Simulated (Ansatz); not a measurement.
1T (CdI2-type) PtSe₂, treated with LDA (PAW; Ansatz, an electronic-structure program).

Run with plane-wave cutoff 520 eV, 12×12×8 k mesh (along the axes of the cell as run), Fermi–Dirac smearing 0.01 eV, scalar-relativistic PAW data made under PBE.

Starting structure:

```
PtSe2
1.0
    3.73000     0.00000     0.00000
   -1.86500     3.23027     0.00000
    0.00000     0.00000     5.08000
Pt Se
1 2
Direct
  0.00000   0.00000   0.00000
  0.33333   0.66667   0.25500
  0.66667   0.33333   0.74500
```

Question: Into what structure does the relaxation of cell and atoms lead at this level, with the symmetry of the start kept?

Answer: The volume drops by 5.7 %; final space group P-3m1.
```
PtSe2
1.0
    3.74153     0.00000     0.00000
   -1.87077     3.24026     0.00000
    0.00000     0.00000     4.76127
Pt Se
1 2
Direct
  0.00000   0.00000   0.00000
  0.33333   0.66667   0.26460
  0.66667   0.33333   0.73540
```

Note: the solid has no gap at this level, which affects its response.
